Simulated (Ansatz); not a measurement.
Basis-set extrapolation for `[NH2][AlH][NH2]` (PBE0-D4/def2-TZVP geometry, frozen core, Ansatz). Multiplicity 1, RHF reference.

```csv
,def2-TZVPP,def2-QZVPP
HF,-353.863015,-353.876707
MP2 correlation,-0.516648,-0.554304
CCSD(T) correlation,-0.561040,-0.594931
```

Energies in hartree. Use E(X) = E(∞) + A·exp(−7.88·√X) for Hartree–Fock and E(X) = E(∞) + B·X^(−2.97) for correlation, with X = 3 and 4.

Problem. What is the CCSD(T) energy at the basis-set limit?

Solution. HF limit: -353.876707 + (-0.013692) × 0.13774 = -353.87859. Correlation limit: -0.594931 + (-0.033891) × 0.74074 = -0.62004. Total: -354.49863 hartree, 2.03 eV below CCSD(T)/def2-TZVPP.
